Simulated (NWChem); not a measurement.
# NH (imidogen) at UBP86/aug-cc-pVDZ, part 2 of 2

NWChem 7.3.0.

### 3 The doublet cation at the same level

Contents of sp.xyz:

```xyz
2

N      0.000000     0.000000     0.000000
H      0.000000     0.000000     1.036210
```

Contents of sp.nw:

```
start sp
memory stack 880 mb heap 220 mb global 1100 mb
charge 1

geometry noautosym nocenter noautoz
  load sp.xyz
end

basis spherical bse
  N library aug-cc-pVDZ
  H library aug-cc-pVDZ
end

dft
  xc becke88 perdew86
  mult 2
  grid fine
  convergence energy 1e-08
  maxiter 100
  mulliken
  print low
end

task dft energy
```

The run is started by

```sh
nwchem sp.nw > sp.out
```

Standard output:

```text
Northwest Computational Chemistry Package (NWChem) 7.3.0
             --------------------------------------------------------

           Job information
           ---------------

    nwchem branch   = 7.3.0
    use scalapack   = T
    input           = sp.nw
    prefix          = sp.
    data base       = ./sp.db
    status          = startup
    nproc           =        1

           Memory information
           ------------------

    heap     =     28835836 doubles =      220.0 Mbytes
    stack    =    115343361 doubles =      880.0 Mbytes
    global   =    144179200 doubles =     1100.0 Mbytes (distinct from heap & stack)
    total    =    288358397 doubles =     2200.0 Mbytes
    verify   = yes
    hardfail = no

           Directory information
           ---------------------

  0 permanent = .
  0 scratch   = .

                                NWChem Input Module
                                -------------------

 Scaling coordinates for geometry "geometry" by  1.889725989
 (inverse scale =  0.529177249)

                             Geometry "geometry" -> ""
                             -------------------------

 Output coordinates in angstroms (scale by  1.889725989 to convert to a.u.)

  No.       Tag          Charge          X              Y              Z
 ---- ---------------- ---------- -------------- -------------- --------------
    1 N                    7.0000     0.00000000     0.00000000     0.00000000
    2 H                    1.0000     0.00000000     0.00000000     1.03621000

      Atomic Mass
      -----------

      N                 14.003070
      H                  1.007825

 Effective nuclear repulsion energy (a.u.)       3.5747973316

            Nuclear Dipole moment (a.u.)
            ----------------------------
        X                 Y               Z
 ---------------- ---------------- ----------------
     0.0000000000     0.0000000000     1.9581529666

            XYZ format geometry
            -------------------
     2
 geometry
 N                     0.00000000     0.00000000     0.00000000
 H                     0.00000000     0.00000000     1.03621000

 ==============================================================================
                                internuclear distances
 ------------------------------------------------------------------------------
       center one      |      center two      | atomic units |  angstroms
 ------------------------------------------------------------------------------
    2 H                |   1 N                |     1.95815  |     1.03621
 ------------------------------------------------------------------------------
                         number of included internuclear distances:          1
 ==============================================================================

                      Basis "ao basis" -> "" (spherical)
                      -----
  [basis functions not shown]

 Summary of "ao basis" -> "" (spherical)
 ------------------------------------------------------------------------------
       Tag                 Description            Shells   Functions and Types
 ---------------- ------------------------------  ------  ---------------------
 N                        aug-cc-pVDZ                9       23   4s3p2d
 H                        aug-cc-pVDZ                5        9   3s2p

  perdew86 is a nonlocal functional; adding perdew81 local functional.

                                 NWChem DFT Module
                                 -----------------

  Caching 1-el integrals
   Time after variat. SCF:      0.1

     ---------------------------------------------
      Total Density - Mulliken Population Analysis
     ---------------------------------------------

    Atom       Charge   Shell Charges
 -----------   ------   -------------------------------------------------------
    1 N    7     6.40   2.00  1.13  0.78  0.01  1.88  0.60  0.00  0.01 -0.01
    2 H    1     0.60   0.53  0.04  0.00  0.04 -0.02

     --------------------------------------------
      Spin Density - Mulliken Population Analysis
     --------------------------------------------

    Atom       Charge   Shell Charges
 -----------   ------   -------------------------------------------------------
    1 N    7     0.99   0.00  0.00  0.00  0.00  0.72  0.27  0.00  0.00  0.00
    2 H    1     0.01   0.00  0.00  0.00  0.01  0.00
   Time prior to 1st pass:      0.1

           Memory utilization after 1st SCF pass:
           Heap Space remaining (MW):        0.00                  12
          Stack Space remaining (MW):      115.34           115342964

   convergence    iter        energy       DeltaE   RMS-Dens  Diis-err    time
 ---------------- ----- ----------------- --------- --------- ---------  ------
 d= 0,ls=0.0,diis     1    -54.6909656882 -5.83D+01  8.62D-03  7.73D-02     0.2
                                                     9.00D-03  7.78D-02
 d= 0,ls=0.0,diis     2    -54.7005449529 -9.58D-03  4.57D-03  3.62D-02     0.3
                                                     4.01D-03  2.52D-02
 d= 0,ls=0.0,diis     3    -54.7167283817 -1.62D-02  7.11D-04  1.47D-03     0.5
                                                     7.54D-04  1.40D-03
 d= 0,ls=0.0,diis     4    -54.7175154077 -7.87D-04  3.54D-05  3.88D-06     0.6
                                                     3.93D-05  1.94D-06
 d= 0,ls=0.0,diis     5    -54.7175170021 -1.59D-06  1.10D-05  9.04D-08     0.7
                                                     7.62D-06  8.75D-08
 d= 0,ls=0.0,diis     6    -54.7175170776 -7.55D-08  2.73D-06  2.65D-09     0.9
                                                     1.89D-06  1.20D-09
 d= 0,ls=0.0,diis     7    -54.7175170802 -2.60D-09  1.76D-06  2.94D-11     1.0
                                                     2.80D-07  1.01D-10

         Total DFT energy =      -54.717517080196
      One electron energy =      -77.609808523578
           Coulomb energy =       26.094490003669
    Exchange-Corr. energy =       -6.776995891908
 Nuclear repulsion energy =        3.574797331620

 Numeric. integr. density =        6.999999966781

     Total iterative time =      0.9s

     ---------------------------------------------
      Total Density - Mulliken Population Analysis
     ---------------------------------------------

    Atom       Charge   Shell Charges
 -----------   ------   -------------------------------------------------------
    1 N    7     6.35   2.01  1.00  0.94  0.03  1.73  0.63  0.00  0.01 -0.00
    2 H    1     0.65   0.68 -0.04  0.00  0.04 -0.04

     --------------------------------------------
      Spin Density - Mulliken Population Analysis
     --------------------------------------------

    Atom       Charge   Shell Charges
 -----------   ------   -------------------------------------------------------
    1 N    7     1.03   0.00  0.02 -0.01 -0.00  0.72  0.30  0.00  0.00  0.00
    2 H    1    -0.03  -0.03 -0.01 -0.00  0.01 -0.00

     -------------------------------------------
      Total Density - Lowdin Population Analysis
     -------------------------------------------

    Atom       Charge   Shell Charges
 -----------   ------   -------------------------------------------------------
    1 N    7     5.99   1.91  0.93  0.62  0.09  1.60  0.76  0.05  0.01  0.02
    2 H    1     1.01   0.51  0.16  0.02  0.12  0.20

     ------------------------------------------
      Spin Density - Lowdin Population Analysis
     ------------------------------------------

    Atom       Charge   Shell Charges
 -----------   ------   -------------------------------------------------------
    1 N    7     0.96   0.00  0.02 -0.00 -0.00  0.67  0.27  0.01  0.00 -0.00
    2 H    1     0.04  -0.01 -0.00 -0.00  0.02  0.03

     --------------------------
     Expectation value of S2:
     --------------------------
      <S2> =      0.7518 (Exact =     0.7500)

 Task  times  cpu:        1.0s     wall:        1.0s
 Total times  cpu:        1.0s     wall:        1.0s
```

Run time: 1.6 s. Hardware: 1 thread of Intel Xeon Platinum 8375C at 2.90GHz (Ice Lake), shared host; peak memory 0.11 GiB.

### 4 Summary of results

This closing draws on all 2 parts.

Level: UBP86/aug-cc-pVDZ.

| quantity | value |
| --- | --- |
| triplet NH: total energy | -55.22609 Eh |
| triplet NH: dipole moment | 1.48 D |
| triplet NH: ⟨S²⟩ | 2.005 |
| doublet cation: total energy | -54.71752 Eh |
| doublet cation: ⟨S²⟩ | 0.752 |
| vertical ionisation energy (to the doublet cation) | 13.839 eV |

**Reading.** Removing an electron at fixed nuclei costs 13.84 eV (319 kcal/mol).
